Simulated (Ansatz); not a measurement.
# B₂+ (doublet): the correlation ladder at distance B1–B2 = 3.089 Å, cc-pVTZ

Aim: climb from Hartree-Fock through coupled cluster and multireference methods for B₂+ (doublet) at one geometry and basis, and see what each rung misses.

Program: Ansatz 0.2.0, Gaussian basis. Level of theory: cc-pVTZ, core rule «outside noble gas», up to 2 orbitals frozen. These are calculated values, not measurements.

The runs, in order: UHF; CCSD(T) on ROHF; CCSD(T) on UHF; BCCD(T) on ROHF; CISD as a restricted active space (open shells left free, so some higher excitations enter); CCSDT(Q) on ROHF; CCSDT(Q) on UHF; CASSCF and MRCISD+Q, 3 electrons in 3 orbitals; CASSCF and NEVPT2, 3 electrons in 3 orbitals; CASSCF and MRCISD+Q, 5 electrons in 8 orbitals; CASSCF and NEVPT2, 5 electrons in 8 orbitals; Full CI.

16 further runs of the same task are left out: 13 that didn't finish, 3 set aside as unsound or not needed. Runs told in other sessions of the task aren't counted.

**1. The system**

The geometry derives from a PBE0/def2-TZVP stationary point (not a proven minimum). One bond is set to the value named and the two fragments are kept rigid.

2 atoms, charge 1, spin multiplicity 2.

Atoms are counted from 1 here; the program's logs count them from 0.

No contacts short enough for the rule that draws bonds.

**2. UHF**

in.yaml reads:

```yaml
crystal:
  periodic: [false, false, false]
  atoms:
    - {symbol: B, position_ang: [0.000000, 0.000000, 0.000000]}
    - {symbol: B, position_ang: [0.000000, 0.000000, 3.089000]}
basis:
  gaussian: {orbitals: cc-pVTZ}
total_charge: 1
magnetization: {spin_polarized: true, initial_magnetization: 1}
hamiltonian: {xc: hf}
output: {orbitals: {seedname: orbitals}}
```

Started as:

```console
$ ansatz run in.yaml --threads 1 --pin off --events-out ev --progress --plain --max-ram 2393MiB
```

The runs that follow: CCSD(T) on ROHF; CCSD(T) on UHF; BCCD(T) on ROHF; CISD as a restricted active space (open shells left free, so some higher excitations enter); CCSDT(Q) on ROHF; CCSDT(Q) on UHF; CASSCF and MRCISD+Q, 3 electrons in 3 orbitals; CASSCF and NEVPT2, 3 electrons in 3 orbitals; CASSCF and MRCISD+Q, 5 electrons in 8 orbitals; CASSCF and NEVPT2, 5 electrons in 8 orbitals; Full CI.

Before running them: what should the planned runs give, taken together? Wanted: FCI from the RHF energy; RMP2 from FCI; UMP2 from FCI; RCCSD from FCI; RCCSD(T) from FCI; UCCSD(T) from FCI; RCCSDT(Q) from FCI; UCCSDT(Q) from FCI; NEVPT2 pair from FCI.

The runs gave:

| quantity | value |
| --- | --- |
| FCI from the ROHF energy | -3.8331 eV |
| RMP2 from FCI | +124.9 kJ/mol |
| UMP2 from FCI | +129.4 kJ/mol |
| RCCSD from FCI | +11.5 kJ/mol |
| RCCSD(T) from FCI | +2.6 kJ/mol |
| UCCSD(T) from FCI | +2.7 kJ/mol |
| RCCSDT(Q) from FCI | 0.0 kJ/mol |
| UCCSDT(Q) from FCI | 0.0 kJ/mol |
| NEVPT2 pair from FCI | +120.2 kJ/mol |
| MRCISD+Q pair from FCI | -5.8 kJ/mol |
| NEVPT2 valence from FCI | +26.3 kJ/mol |
| levels within 1 kcal/mol (43 meV) | RCCSD(T), UCCSD(T), BCCD(T), RCCSDT, UCCSDT, RCCSDT(Q), UCCSDT(Q), MRCISD valence, MRCISD+Q valence |
| T1 diagnostic | 0.033 |
| effectively unpaired electrons | 1.20 |

RCCSD(T) misses by +2.6 kJ/mol, 0.7 % of the correlation energy. MRCISD+Q pair, MRCISD+Q valence fall below full CI: the +Q correction isn't variational, and the cores differ from full CI's. One determinant dominates. Of the multireference levels listed MRCISD+Q valence comes nearest in total energy (-1.2 kJ/mol), which doesn't show that its space is the better one. These misses are within one basis, not against nature; the frozen cores of restricted and unrestricted runs differ, which can shift their rows.

Levels on UHF freeze UHF's core orbitals, full CI those of ROHF, so the U rows can settle a little off it for that reason alone.

With open shells the CI space here admits some higher excitations, so it is larger than plain CISD.
